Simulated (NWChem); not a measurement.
## fluoromethane (CH3F) in NWChem

SMILES: CF
```xyz
5

C      0.6088    -0.1106     0.0000
F     -0.7327     0.1332     0.0000
H      0.8879    -0.6879     0.8972
H      0.8879    -0.6879    -0.8972
H      1.1658     0.8411     0.0000
```
Charge 0, spin multiplicity 1.

All runs are NWChem calculations. Structure: optimised with PBE0/def2-SVP, a minimum by its harmonic frequencies.

Symmetry labels belong to the abelian group Cs used in the runs, with the axes of the coordinates shown; states degenerate in a higher group split over its labels.

B3LYP has NWChem's definition, with VWN1-RPA local correlation.

Problem. List the lowest 6 singlet excitations that TD-B3LYP/aug-cc-pVDZ, VWN1-RPA local correlation gives, with oscillator strengths.

Solution. 
| state | symmetry | energy (eV) | wavelength (nm) | f |
|---|---|---|---|---|
| 1 | a' | 8.39 | 148 | 0.029 |
| 2 | a" | 8.39 | 148 | 0.029 |
| 3 | a' | 8.96 | 138 | 0.011 |
| 4 | a" | 8.96 | 138 | 0.011 |
| 5 | a' | 9.39 | 132 | 0.012 |
| 6 | a" | 9.39 | 132 | 0.012 |
